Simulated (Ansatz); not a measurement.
Consider the isomerisation: `CCC(O)O` → `COCOC`.

Calculated with Ansatz (gas phase, PBE0-D4/def2-TZVP geometries, no zero-point term in ΔE). CCSD(T)/CBS adds triple-zeta CCSD(T) − MP2 to the extrapolated MP2 energy (def2 sets, frozen cores). Functionals use def2-TZVPP. B3LYP here is the variant with VWN-RPA as its local correlation; programs differ in this. Each species was taken in one conformer, which may not be the lowest.

`CCC(O)O`:

```xyz
13

C     0.782    0.489   -1.366
C     0.225   -0.569   -0.433
C    -0.183   -0.011    0.913
O    -0.604   -1.093    1.699
O    -1.181    0.970    0.824
H     1.046    0.057   -2.334
H     0.058    1.288   -1.535
H     1.685    0.946   -0.951
H     0.959   -1.360   -0.260
H    -0.655   -1.055   -0.873
H     0.662    0.509    1.384
H    -0.859   -0.745    2.559
H    -1.935    0.574    0.373
```

`COCOC`:

```xyz
13

C    -0.623    0.196    1.750
O    -0.580    0.900    0.531
C     0.640    0.782   -0.128
O     0.907   -0.501   -0.596
C     0.045   -0.903   -1.635
H    -1.597    0.390    2.199
H     0.162    0.547    2.434
H    -0.500   -0.881    1.601
H     1.473    1.026    0.545
H     0.595    1.500   -0.957
H     0.366   -1.894   -1.954
H     0.110   -0.214   -2.488
H    -0.997   -0.949   -1.303
```

Problem. Is it downhill or uphill in electronic energy at CCSD(T)/CBS, and by how much? (Estimate.)

Solution. The calculation gave: Uphill: ΔE = +26.0 kcal/mol.

Problem. What do these levels give: r2SCAN-D4, PBE, B3LYP, HF/def2-TZVPP, MP2/def2-QZVPP, SCS-MP2/def2-QZVPP? (An estimate is asked.)

Solution. Computed: r2SCAN-D4 24.5, PBE 23.8, B3LYP 22.1, HF/def2-TZVPP 21.4, MP2/def2-QZVPP 27.3, SCS-MP2/def2-QZVPP 25.2 kcal/mol.

Largest T1 diagnostic among the species: 0.011.

In def2-TZVPP, CCSD(T) changes the Hartree–Fock value by +3.5 kcal/mol (the triples alone add +0.1 kcal/mol) and MP2 by +5.3 kcal/mol. From PBE to PBE0 (25 % exact exchange), in def2-TZVPP and without D4, ΔE moves by +1.2 kcal/mol.
